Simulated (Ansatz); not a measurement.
## Ansatz (development build ahead of 0.2.0) run

```yaml
crystal:
  periodic: [false, false, false]
  atoms:
    - { symbol: C, position_ang: [0.0, 0.0, 0.0] }
    - { symbol: F, position_ang: [0.69884, 0.69884, 0.69884] }
    - { symbol: F, position_ang: [0.69884, -0.69884, -0.69884] }
    - { symbol: F, position_ang: [-0.69884, 0.69884, -0.69884] }
    - { symbol: F, position_ang: [-0.69884, -0.69884, 0.69884] }
basis:
  gaussian: { orbitals: def2-TZVP }
hamiltonian:
  xc: hf
correlation:
  method: mp2
  frozen_orbitals: { C: 1, F: 1 }
```

The input is written out in the form of the current development build from the run's settings.

The run gave:

| Item | Value |
| --- | --- |
| Converged | yes |
| Reference energy | -435.79668 hartree |
| Correlation energy | -1.11902 hartree |
| Total energy | -436.91571 hartree |
| Spin squared of the determinant | 0.000 |

Caution: no unrestricted run beside it, a lower state can exist.
